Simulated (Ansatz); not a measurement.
# Li: from a trial structure to a relaxed crystal

All numbers below come from Ansatz, DFT r2SCAN, scalar-relativistic, plane waves, PAW. Cutoff 500 eV, Γ-centred k mesh, Gaussian smearing, no spin polarisation in the final step.

Li was placed on the omega structure type (P6/mmm, No. 191), at a guessed volume.

```
CELL_PARAMETERS angstrom
5.11355 0.00000 0.00000
-2.55678 4.42847 0.00000
0.00000 0.00000 3.13483
ATOMIC_POSITIONS crystal
Li 0.00000 0.00000 0.00000
Li 0.33333 0.66667 0.50000
Li 0.66667 0.33333 0.50000
```

Cell and atoms relax at zero pressure; the relaxation can't lower the symmetry of the start.

Energies count from the standard state of Li at the same level.

(1) What does it relax into?

(2) What are its volume, energy, density and gap?

Answers

(1) It keeps P6/mmm (No. 191). The result has the omega structure. Conventional cell: a = 4.984 Å, c = 2.933 Å. Around Li on Wyckoff site a (1 atom of the primitive cell) lie 2 Li at 2.93 Å and 12 Li at 3.23 Å; Li on Wyckoff site d (2 atoms of the primitive cell) has 5 Li at 2.88–2.93 Å and 6 Li at 3.23 Å.

```
Li
1.0
     4.98422    0.00000    0.00000
    -2.49211    4.31646    0.00000
     0.00000    0.00000    2.93302
Li
3
Direct
  0.00000 0.00000 0.00000
  0.33333 0.66667 0.50000
  0.66667 0.33333 0.50000
```

(2) The volume per atom is 21.03 Å³, the density is 0.55 g/cm³ and the energy over the standard structure is 0.01 eV/atom. The gap on the 12×12×16 mesh is 0 eV (a metal).

The final run used a 12×12×16 mesh on its 3-atom cell and 0.10 eV smearing. The k mesh leaves about 4 meV/atom of noise in metals. Symmetry constrained the relaxation, so the result can be a saddle point.